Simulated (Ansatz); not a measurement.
Al2H3⁺, relaxed as a singlet with RKS PBE-D4/def2-TZVP in Ansatz, starting from the GFN2-xTB geometry. Force threshold 0.02 eV/Å.

The structure comes from a short search, and lower isomers may exist.

Start:

```xyz
5

Al   -1.018   -1.144    0.058
Al    0.702    0.805   -0.048
H     0.373    2.045   -0.931
H    -2.052   -2.311    0.126
H     1.995    0.605    0.795
```

Question: Estimate the energy that the relaxation releases and the steps that it takes.

Answer: 1.6 kcal/mol, in 4 steps; 2.3 s on 2 threads of Intel Xeon Platinum 8488C on a shared host. No frequencies were taken in this run, so the end may be a saddle point.

Question: Does the start keep its bonding and symmetry?

Answer: By distances, no bond broke or formed. The bond that changes most is Al1–Al2, from 2.60 to 2.70 Å (atoms count from 1). Point group Cs at the start, C2v at the end, both within 0.05 Å; within 0.015 Å the end is C2.

Question: Predict the relaxed structure.

Answer: 
```xyz
5

Al   -1.024   -1.141    0.056
Al    0.780    0.872   -0.044
H     0.284    2.042   -0.979
H    -2.080   -2.328    0.118
H     2.040    0.555    0.849
```
Bond lengths (bridged metal pairs left out): 1 × Al–Al 2.70 Å; 3 × Al–H 1.58 to 1.59 Å.
